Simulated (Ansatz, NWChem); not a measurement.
**How basis sets differ on BHClO (SMILES O[B]Cl)**

The species is BHClO (4 atoms), meant as a doublet with charge 0. SMILES: `O[B]Cl`. Geometry: relaxed at PBE0-D4/def2-TZVP.

Each level gives the electronic atomisation energy (eV). The values are calculated. Electronic energies at fixed atoms, without zero-point motion or spin-orbit coupling.

```json
{"level": "U-wB97X/DGauss-DZVP", "kind": "range-separated hybrid", "program": "NWChem", "value (eV)": "14.37", "CPU time (all runs)": "15 s"}
{"level": "U-wB97X/LANL2DZ (core potential)", "kind": "range-separated hybrid", "program": "NWChem", "value (eV)": "12.98", "CPU time (all runs)": "11 s"}
{"level": "U-wB97X/MINI", "kind": "range-separated hybrid", "program": "NWChem", "value (eV)": "10.42", "CPU time (all runs)": "7.5 s"}
{"level": "U-wB97X/SBKJC-VDZ (core potential)", "kind": "range-separated hybrid", "program": "NWChem", "value (eV)": "12.85", "CPU time (all runs)": "12 s"}
{"level": "U-wB97X/jorge-DZP", "kind": "range-separated hybrid", "program": "NWChem", "value (eV)": "14.35", "CPU time (all runs)": "18 s"}
{"level": "U-wB97X/jorge-TZP", "kind": "range-separated hybrid", "program": "NWChem", "value (eV)": "14.73", "CPU time (all runs)": "92 s"}
{"level": "U-wB97X/STO-3G", "kind": "range-separated hybrid", "program": "Ansatz", "value (eV)": "15.82", "CPU time (all runs)": "11 s"}
```

The values span 10.42 to 15.82 eV. Without the sets that lack polarisation functions the rows with a basis span only 14.35 to 14.73 eV. CPU times are rough (shared hosts, several kinds of processor and program).
